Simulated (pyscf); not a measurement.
F–WH₂(F)(F)–F (SMILES [F][WH2]([F])([F])[F]) + NH₃ (SMILES N) -> H₂N–WH(F)(F)(F)–F (SMILES [NH2][WH]([F])([F])([F])[F]) + H₂ (SMILES [H][H]), a four-centre exchange (singlet surface; H–W, H–N broken, N–W, H–H formed). Single points on ωB97X-D3(BJ)/def2-SVP structures (PySCF, gas phase). Energies in kcal/mol from the separated reactants.

Small-basis levels: PySCF, no dispersion term, spherical d functions. 

### Question
In single points HF/6-31G*+LANL2DZ puts the saddle at 43.7 kcal/mol and the reaction energy at -12.3 kcal/mol. Should these be trusted to within a few kcal/mol? Compare with ωB97M-D3(BJ)/def2-TZVP.

### Answer
ωB97M-D3(BJ)/def2-TZVP gives ΔE‡ = 15.1 kcal/mol and ΔE = -14.4 kcal/mol. HF/6-31G*+LANL2DZ lies 28.6 kcal/mol over it in the barrier and 2.0 kcal/mol over it in the reaction energy, so on this step it does not hold to within 3.0 kcal/mol. ωB97M-D3(BJ)/def2-TZVP has limits of its own. On the reactant side the descent ends in an adduct with a N–W contact, 22.4 kcal/mol under the separated species and 35.7 kcal/mol under the saddle at ωB97X-D3(BJ)/def2-TZVP. What is counted as formed (N–W) is already present as a longer contact in the reactant adduct; forming that adduct is a step of its own. At the saddle there is also a short H–W contact that neither side keeps. One saddle was located; it need not be the lowest between these sides. In the def2 sets elements past Kr carry core potentials, without spin-orbit coupling.
